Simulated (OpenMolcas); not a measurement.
**CH6Si (methylsilane): SVWN5/def2-SV(P)**

Aim: the energy change on altering one bond length of CH6Si (methylsilane) at SVWN5/def2-SV(P), from 2 runs. 

The results are computed with OpenMolcas 26.06.

### Step 1. The system as given

CH6Si has 8 atoms, charge 0, and is taken as a singlet. As SMILES, `C[SiH3]`. Geometry: relaxed at GFN2-xTB.

Bond lengths: C1–Si2 1.896 Å, C1–H3 1.086 Å, C1–H4 1.087 Å, C1–H5 1.087 Å, Si2–H6 1.465 Å, Si2–H7 1.465 Å, Si2–H8 1.465 Å. Some angles: C1–Si2–H6 109.6°, C1–Si2–H7 109.5°, C1–Si2–H8 109.5°, Si2–C1–H3 111.3°, Si2–C1–H4 111.3°, Si2–C1–H5 111.3°, H6–Si2–H7 109.4°, H6–Si2–H8 109.4°, H7–Si2–H8 109.4°, H3–C1–H4 107.6°.

### Step 2. Energy and forces at SVWN5/def2-SV(P)

Contents of geom.xyz:

```xyz
8

C     -0.180870     0.239010    -0.936940
Si     0.167460    -0.221430     0.868820
H     -1.232590     0.115770    -1.179650
H      0.388860    -0.385080    -1.620100
H      0.083930     1.273290    -1.138610
H     -0.619350     0.639390     1.755040
H      1.592670    -0.040160     1.153950
H     -0.200110    -1.620790     1.097500
```

Contents of job.input:

```
&GATEWAY
BASLIB=$CurrDir
COORD=geom.xyz
BASIS=def2-SVP
GROUP=NoSym
&SEWARD
&SCF
KSDFT=SVWN5
PRORBITALS=1 1
&ALASKA
```

The basis set def2-SV(P) is read from a file made from the Basis Set Exchange's data (not shown).

Run with:

```console
export MOLCAS_MEM=1860
pymolcas job.input > job.log
```

Output:

```text
--- Start Module: gateway ---
[...]
--- Stop Module: gateway /rc=_RC_ALL_IS_WELL_ ---
[...]
      Basis functions           44
[...]
--- Start Module: scf ---
[...]
       Convergence after  10 Iterations
[...]
::    Total KS-DFT energy                            -329.4789196602
[...]
      Total spin, S                                     0.0000000000
[...]
      Total electronic charge=   26.000000
      Total            charge=   -0.000000
[...]
      Dipole Moment (debye):
      Origin of the operator (angstrom)=    0.0549   -0.0727    0.2853
                   X= -1.2556E-01               Y=  1.6514E-01               Z= -6.4730E-01           Total=  6.7973E-01
      Quadrupole Moment (debye*angstrom):
[...]
--- Stop Module: scf /rc=_RC_ALL_IS_WELL_ ---
[...]
--- Start Module: alaska ---
[...]
 *              Molecular gradients               *
 **************************************************
  Irreducible representation: a
 ------------------------------------------------------------------------------------------
                              X                       Y                       Z
 ------------------------------------------------------------------------------------------
  C1               -4.24836985207300E-03    5.52307856077983E-03   -2.13964760714260E-02
  SI2               5.05125037308574E-03   -6.65572081120169E-03    2.62671068280023E-02
  H3                1.75767398603224E-02    2.41594101914716E-03    2.74615341246909E-03
  H4               -9.83471407619430E-03    1.08137615119372E-02    1.00912617298543E-02
  H5               -4.72166180261258E-03   -1.70863214827208E-02    2.02773509237730E-03
  H6                8.36932826834791E-03   -9.08971602283670E-03   -1.11762310457242E-02
  H7               -1.59489059544597E-02   -1.62403876431338E-03   -4.59925206358702E-03
  H8                3.75633318358237E-03    1.57030159892146E-02   -3.96029788199170E-03
[...]
--- Stop Module: alaska /rc=_RC_ALL_IS_WELL_ ---
[...]
```

Wall time 3.9 s (1 thread of Arm Neoverse V2, shared host); peak memory 0.38 GiB.

### Step 3. The distorted shape at the same level

Contents of geom.xyz:

```xyz
8

C     -0.355031     0.469225    -1.839801
Si     0.167460    -0.221430     0.868820
H     -1.406751     0.345985    -2.082511
H      0.214699    -0.154865    -2.522961
H     -0.090231     1.503505    -2.041471
H     -0.619350     0.639390     1.755040
H      1.592670    -0.040160     1.153950
H     -0.200110    -1.620790     1.097500
```

Contents of job.input:

```
&GATEWAY
 BasLib = $CurrDir
 Coord = geom.xyz
 Basis = def2-SVP
 Group = NoSym

&SEWARD

&SCF
 KSDFT = SVWN5
 PrOrbitals = 1 1

&ALASKA
```

The basis set def2-SV(P) is read from a file made from the Basis Set Exchange's data (not shown).

Run with:

```console
export MOLCAS_MEM=1860
pymolcas job.input > job.log
```

Output:

```text
--- Start Module: gateway ---
[...]
--- Stop Module: gateway /rc=_RC_ALL_IS_WELL_ ---
[...]
      Basis functions           44
[...]
--- Start Module: scf ---
[...]
       Convergence after  12 Iterations
[...]
::    Total KS-DFT energy                            -329.3804788349
[...]
      Total spin, S                                     0.0000000000
[...]
      Total electronic charge=   26.000000
      Total            charge=   -0.000000
[...]
      Dipole Moment (debye):
      Origin of the operator (angstrom)=   -0.0019    0.0025   -0.0094
                   X=  3.6025E-02               Y= -4.7837E-02               Z=  1.8760E-01           Total=  1.9693E-01
      Quadrupole Moment (debye*angstrom):
[...]
--- Stop Module: scf /rc=_RC_ALL_IS_WELL_ ---
[...]
--- Start Module: alaska ---
[...]
 *              Molecular gradients               *
 **************************************************
  Irreducible representation: a
 ------------------------------------------------------------------------------------------
                              X                       Y                       Z
 ------------------------------------------------------------------------------------------
  C1               -7.10817005946135E-03    9.28310178266079E-03   -3.61019590295490E-02
  SI2               1.15686569587389E-02   -1.52397727226182E-02    5.99525003792976E-02
  H3                1.85984746951955E-02    5.82385617414061E-03   -8.36155964538277E-03
  H4               -1.39196101682810E-02    1.57949213775948E-02    3.73848168572444E-04
  H5               -7.83645068444316E-03   -1.73158184767943E-02   -9.18628765206919E-03
  H6                9.43751836461559E-03   -1.04628559200866E-02   -6.94650410487085E-03
  H7               -1.54581696744924E-02   -2.81643552035943E-03   -1.89916078842667E-04
  H8                4.71775056812185E-03    1.49330033054613E-02    4.59877962847299E-04
[...]
--- Stop Module: alaska /rc=_RC_ALL_IS_WELL_ ---
[...]
```

Wall time 3.9 s (1 thread of Arm Neoverse V2, shared host); peak memory 0.38 GiB.

### Step 4. Results

Level: SVWN5/def2-SV(P).

| quantity | value |
| --- | --- |
| first shape: total energy | -329.47892 Eh |
| first shape: dipole moment | 0.68 D |
| first shape: HOMO energy | -7.86 eV |
| first shape: LUMO energy | 0.25 eV |
| first shape: HOMO–LUMO gap | 8.11 eV |
| first shape: largest force on an atom | 1.417 eV/Å |
| distorted shape: total energy | -329.38048 Eh |
| distorted shape: dipole moment | 0.20 D |
| distorted shape: HOMO energy | -6.17 eV |
| distorted shape: LUMO energy | -2.60 eV |
| distorted shape: HOMO–LUMO gap | 3.57 eV |
| distorted shape: largest force on an atom | 3.236 eV/Å |
| energy change with the C1–Si2 bond stretched from 1.896 to 2.844 Å | 2.679 eV |

One bond (distorted shape) is far stretched, which a spin-restricted single reference describes badly; a broken-symmetry solution may lie lower. With the C1–Si2 bond stretched from 1.896 to 2.844 Å the energy rises by 2.68 eV (258 kJ/mol). The first shape isn't relaxed at this level, so the change isn't measured from a minimum. A restricted reference can't describe the breaking bond well at this length. The largest force (first shape) is 1.42 eV/Å: the shape isn't a stationary point for this species at this level. Mulliken charges (first shape) run from -0.61 on C1 to +0.17 on H4.
